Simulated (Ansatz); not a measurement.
Process, species as SMILES: [N]=O (N-O) → N atom + O atom
B3LYP-D3(BJ)/def2-TZVP geometries, fixed; electronic energies without zero-point terms.

Basis-set convergence of the atomisation energy at PBE0 with Ansatz (a quantum-chemistry and plane-wave program). Cartesian d functions, on some or all atoms, in 6-31G**; all else is spherical. The program fits the integrals of some runs and decomposes those of others, by size. Open shells are unrestricted. No added dispersion term, no relativity. Functions are those of the species that has most. Reference: the value in aug-cc-pV5Z, 153.74 kcal/mol, itself unsure by roughly 0.04 kcal/mol (its mean distance from pcseg-4, aug-pcseg-3, aug-cc-pVQZ). Deviations are taken from unrounded values.

```csv
basis,functions
STO-3G,10
3-21G,18
6-31G,18
def2-SVP,28
6-31G**,30
6-311G**,36
def2-SVPD,43
def2-TZVPP,62
def2-TZVPPD,77
def2-QZVPP,114
def2-QZVPPD,129
```

**Question.** Which is the smallest set listed that can be trusted to 4 kcal/mol here, that is, within that of the reference together with its larger relatives (same family, alike in diffuse functions; a set with none to test it counts only in the reference's own line)?

**Answer.** The smallest set listed that lies within 4 kcal/mol of the reference with all its larger relatives (same family, alike in diffuse functions; a set with none counts only in the reference's own line) is def2-SVP (28 functions, 1.20 kcal/mol off). Value minus reference: STO-3G -34.61, 3-21G -40.21, 6-31G -38.09, def2-SVP 1.20, 6-31G** -3.43, 6-311G** -3.40, def2-SVPD 0.62, def2-TZVPP -0.55, def2-TZVPPD -0.64, def2-QZVPP -0.44, def2-QZVPPD -0.31 kcal/mol.
